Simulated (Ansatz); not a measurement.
Geometry optimisation, UKS BLYP/def2-mTZVP in Ansatz.

Input file:

```yaml
crystal:
  periodic: [false, false, false]
  atoms:
    - { symbol: H, position_ang: [-0.0194, -0.2285, 0.2617] }
    - { symbol: O, position_ang: [0.5929, -1.3308, 0.4119] }
    - { symbol: C, position_ang: [-0.6092, 1.0001, -0.0233] }
    - { symbol: "N", position_ang: [-1.0815, 2.0023, -0.2686] }
    - { symbol: H, position_ang: [1.1173, -1.443, -0.3817] }
magnetization:
  spin_polarized: true
  initial_magnetization: 1
basis:
  gaussian: { orbitals: def2-mTZVP }
hamiltonian:
  xc: blyp
relax:
  f_tol: 0.15
  max_steps: 25
  restrain:
    - { distance: [0, 2], at: 2.37, k: 30.0 }
    - { distance: [1, 0], at: 0.97, k: 30.0 }
```

Launched with:

```bash
$ ansatz run input.yaml --threads 2 --pin off --max-ram 3072MiB --backend cpu --events-out ev --progress --plain --runs-dir out
```

**Question.** Where does it end, and by what steps?

**Answer.** It converged. The restraints hold the end off the free minimum. After 12 steps the energy has fallen by 0.536 eV (the restraints' own energy left out); H1 moved furthest, 1.00 Å. Joined: H1–O2 (1.27 → 0.98 Å).

| step | energy less start (eV) | largest force component (eV/Å) | accepted |
| --- | --- | --- | --- |
| 0 | 0.0000 | 4.989 | yes |
| 1 | 0.0419 | 6.686 | yes |
| 2 | 0.1456 | 5.375 | yes |
| 3 | -0.2100 | 1.590 | yes |
| 4 | -0.2339 | 1.292 | yes |
| 5 | -0.3077 | 0.646 | yes |
| 6 | -0.3503 | 0.285 | yes |
| 7 | -0.4079 | 1.607 | yes |
| 8 | -0.4905 | 0.386 | yes |
| 9 | -0.4994 | 0.204 | yes |
| 10 | -0.5330 | 0.317 | yes |
| 11 | -0.5348 | 0.304 | yes |
| 12 | -0.5364 | 0.237 | yes |

```xyz
5
Properties=species:S:1:pos:R:3
H -0.195 -1.169 0.560
O 0.737 -0.904 0.436
C -0.371 1.094 -0.131
N -1.072 2.016 -0.339
H 0.901 -1.036 -0.526
```

The run took 11 s on 2 threads of Intel(R) Xeon(R) Platinum 8488C (Sapphire Rapids), on a shared host, peak memory 0.16 GiB.
